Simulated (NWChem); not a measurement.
Program: NWChem. System: Al, charge 0, spin multiplicity 2. Its SCF solution wasn't tested for a lower state. Level: ROCCSD(T)/def2-TZVPD, 5 core orbitals frozen.

Job file:

```
start mol
memory heap 100 mb stack 700 mb global 1900 mb
geometry units angstroms nocenter noautoz
  Al     0.000000     0.000000     0.000000
  symmetry group D2h
end
basis spherical
  * library def2-tzvpd
end
scf
  rohf
  nopen 1
  maxiter 100
  thresh 1e-7
  semidirect memsize 60000000 filesize 0
  # guess.movecs holds the orbitals of an unrestricted PBE0 run
  vectors input guess.movecs output mol.movecs
end
tce
  freeze core 5
  ccsd(t)
  2eorb
  2emet 13
  thresh 1e-6
  maxiter 100
  tilesize 24
end
task tce energy
```

Output (cleaned and shortened):

```
             Northwest Computational Chemistry Package (NWChem) 7.3.0
             --------------------------------------------------------

                                NWChem Input Module
                                -------------------

 Scaling coordinates for geometry "geometry" by  1.889725989
 (inverse scale =  0.529177249)

                             Geometry "geometry" -> ""
                             -------------------------

 Output coordinates in angstroms (scale by  1.889725989 to convert to a.u.)

  No.       Tag          Charge          X              Y              Z
 ---- ---------------- ---------- -------------- -------------- --------------
    1 Al                  13.0000     0.00000000     0.00000000     0.00000000

 Effective nuclear repulsion energy (a.u.)       0.0000000000

            Nuclear Dipole moment (a.u.)
            ----------------------------
        X                 Y               Z
 ---------------- ---------------- ----------------
     0.0000000000     0.0000000000     0.0000000000

      Symmetry information
      --------------------

 Group name             D2h
 Group number             26
 Group order               8
 No. of unique centers     1

      Symmetry unique atoms

     1


 Summary of "ao basis" -> "" (spherical)
 ------------------------------------------------------------------------------
       Tag                 Description            Shells   Functions and Types
 ---------------- ------------------------------  ------  ---------------------
 *                         def2-tzvpd                 on all atoms

 Summary of "ao basis" -> "ao basis" (spherical)
 ------------------------------------------------------------------------------
       Tag                 Description            Shells   Functions and Types
 ---------------- ------------------------------  ------  ---------------------
 Al                        def2-tzvpd               15       43   6s5p3d1f

                                 NWChem SCF Module
                                 -----------------

  ao basis        = "ao basis"
[...]
        Alpha frozen cores :     5
         Beta frozen cores :     5
     Alpha frozen virtuals :     0
      Beta frozen virtuals :     0
         Spin multiplicity : doublet
    Number of AO functions :    43
       Number of AO shells :    15
        Use of symmetry is : on
      Symmetry adaption is : on
         Schwarz screening : 0.10D-09

          Correlation Information
          -----------------------
          Calculation type : Coupled-cluster singles & doubles w/ perturbation
   Perturbative correction : (T)
            Max iterations :      100
        Residual threshold : 0.10D-05
     T(0) DIIS level shift : 0.00D+00
     L(0) DIIS level shift : 0.00D+00
     T(1) DIIS level shift : 0.00D+00
     L(1) DIIS level shift : 0.00D+00
     T(R) DIIS level shift : 0.00D+00
     T(I) DIIS level shift : 0.00D+00
   CC-T/L Amplitude update :  5-th order DIIS
                I/O scheme : Global Array Library
        L-threshold :  0.10D-05
        EOM-threshold :  0.10D-05
 no EOMCCSD initial starts read in
 TCE RESTART OPTIONS
 SLICE:      F
 D4D5:       F
 quantumc:   F
 qrotation:  F
 pwtce:      F
 qducc:      F
 nacto:                         0
 nrotv:                         0
 nrot:                          0

            Memory Information
            ------------------
          Available GA space size is     249033102 doubles
          Available MA space size is     104853836 doubles

 Maximum block size supplied by input
 Maximum block size        24 doubles

 tile_dim =      9

 -------------------------------------------------

 Global array virtual files algorithm will be used

 Parallel file system coherency ......... OK

 4-electron integrals stored in orbital form

 v2    file size   =            64555
 4-index algorithm nr.  13 is used
 imaxsize =       30
 imaxsize ichop =        0


CCSD iterations
 ---------------------------------------------------------
 Iter          Residuum       Correlation     Cpu    Wall
 ---------------------------------------------------------
    1   0.0554141990255  -0.0414655307600     0.0     0.0
    2   0.0237933245925  -0.0499289449054     0.0     0.0
    3   0.0115005228260  -0.0523247129052     0.0     0.0
    4   0.0059088496125  -0.0533026733948     0.0     0.0
    5   0.0031262013274  -0.0537472965529     0.0     0.0
    6   0.0001326309690  -0.0541907304333     0.0     0.0
    7   0.0000402417051  -0.0541902819741     0.0     0.0
    8   0.0000158289961  -0.0541901563834     0.0     0.0
    9   0.0000068366165  -0.0541901734870     0.0     0.0
   10   0.0000030885085  -0.0541902003856     0.0     0.0
   11   0.0000004168065  -0.0541902448083     0.0     0.0
 -----------------------------------------------------------------
 Iterations converged
 CCSD correlation energy / hartree =        -0.054190244808322
 CCSD total energy / hartree       =      -241.924675691055569

 Singles contributions

 Doubles contributions
     9b1u (alpha)     9b1u (beta ) ---     6ag  (alpha)     6ag  (beta )       -0.1027235480
     8b2u (alpha)     8b2u (beta ) ---     6ag  (alpha)     6ag  (beta )       -0.1027235480
 CCSD(T)
 Using plain CCSD(T) code
             total no. of tasks          294
 total no. of tasks / no. procs          294
                         wl_min            1           1.0
                         wl_max          729           3.0
        thresh for no. of tasks          294

 CCSD[T]  correction energy / hartree =        -0.001331314589987
 CCSD[T] correlation energy / hartree =        -0.055521559398309
 CCSD[T] total energy / hartree       =      -241.926007005645545
 CCSD(T)  correction energy / hartree =        -0.001355992042632
 CCSD(T) correlation energy / hartree =        -0.055546236850954
 CCSD(T) total energy / hartree       =      -241.926031683098188

 Task  times  cpu:        0.8s     wall:        0.8s

 Total times  cpu:        0.8s     wall:        0.8s
```
